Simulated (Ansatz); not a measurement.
System: bcc Ti (high-temperature phase). Method: r²SCAN+rVV10 (PAW; Ansatz, a quantum-chemistry and plane-wave program).

Settings: plane-wave cutoff 500 eV, 32×32×32 k mesh, Fermi–Dirac smearing 0.1 eV, no spin polarisation, scalar-relativistic PAW data made under PBE.

Computed at the level's own relaxed cell.

Give the computed equilibrium volume per atom and equilibrium lattice constant a.


equilibrium volume per atom: 17.12 Å³/atom
equilibrium lattice constant a: 3.247 Å

The run finds no gap.

Note: symmetry holds this phase in the static calculation, where it need not be a minimum; held by symmetry at 0 K, a high-temperature phase can be a saddle point.

The computed numbers hold no vibrational or temperature effects.

The result took around 90 core-seconds (rough).
